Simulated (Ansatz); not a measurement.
Two isomers of C5H10O2: A = `CCC(C)C(=O)O`, B = `CC1CCOCO1`.

Program: Ansatz. Geometries: PBE0-D4/def2-TZVP. ΔE: electronic, gas phase. CCSD(T)/CBS adds triple-zeta CCSD(T) − MP2 to the extrapolated MP2 energy (def2 sets, frozen cores). Functionals use def2-TZVPP. B3LYP here is the variant with VWN-RPA as its local correlation; programs differ in this. Each species was taken in one conformer, which may not be the lowest.

(1) Which is lower in electronic energy at CCSD(T)/CBS, and by how much? (An estimate is asked.)

(2) Give E(B) − E(A) in kcal/mol with B2PLYP, CCSD(T)/def2-TZVPP, PBE-D4, MP2/def2-TZVPP, CCSD/def2-TZVPP, B3LYP, HF/def2-TZVPP. (An estimate is asked.)

Largest T1 diagnostic: 0.013.

Answers

(1) Ansatz gave: A, by 26.5 kcal/mol.

(2) The calculation gave: B2PLYP 28.6, CCSD(T)/def2-TZVPP 26.7, PBE-D4 27.9, MP2/def2-TZVPP 28.4, CCSD/def2-TZVPP 26.2, B3LYP 28.6, HF/def2-TZVPP 27.8. None reverses the order clearly.

From PBE to PBE0 (25 % exact exchange), in def2-TZVPP and without D4, E(B) − E(A) moves by −2.3 kcal/mol.
